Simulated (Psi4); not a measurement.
## Worked example: ideal-gas entropy of Si2H5O (SMILES [SiH2]O[SiH3])

A doublet with charge 0, relaxed at UMP2/def2-SVP (density fitting, density fitting for correlation), 11 core orbitals frozen (Psi4 1.11):

```xyz
8

Si   -1.3132    0.9384   -0.8476
O    -0.2610   -0.2621   -0.3674
Si    0.7584   -0.7384    0.8610
H    -2.0355    0.4800   -2.0570
H    -0.5782    2.1961   -1.1431
H     1.2618   -2.0918    0.5529
H     0.0338   -0.7633    2.1531
H     1.9018    0.1970    0.9765
```

Harmonic wavenumbers in cm⁻¹: 52, 73, 117, 607, 730, 754, 768, 841, 966, 994, 999, 1037, 1106, 2268, 2305, 2311, 2316, 2342.

Masses in u: Si 28.085, O 15.999, H 1.008. Take T = 298.15 K, p = 1 bar, R = 8.3145 J/(mol K), kT/hc = 207.22 cm⁻¹, rigid rotor and harmonic oscillator.

Problem. Compute the standard molar entropy.

Solution. 
1. Translation (Sackur–Tetrode): S = R[3/2 ln M + 5/2 ln T − 1.1517] with M = 77.209 gives 163.1 J/(mol K).
2. Rotation: principal moments 12.583, 167.914, 172.072 u Å² give A, B, C = 1.3397, 0.1004, 0.098 cm⁻¹; the symmetry number is σ = 1; q = (√π/σ)√((kT/hc)³/ABC) = 46051; S = R(ln q + 3/2) = 101.7.
3. Vibration: with u = ν̃/207.22, each mode gives R[u/(eᵘ − 1) − ln(1 − e⁻ᵘ)]; the sum is 57.6, most from 52 cm⁻¹ (19.8), 73 cm⁻¹ (17.0), 117 cm⁻¹ (13.2).
4. Spin and the two mirror images of this shape: R ln 4 = 11.5.
5. Sum: 163.1 + 101.7 + 57.6 + 11.5 = 333.9 J/(mol K).

No measured value is set beside it here. Where a soft mode is a torsion, a harmonic oscillator describes it poorly.
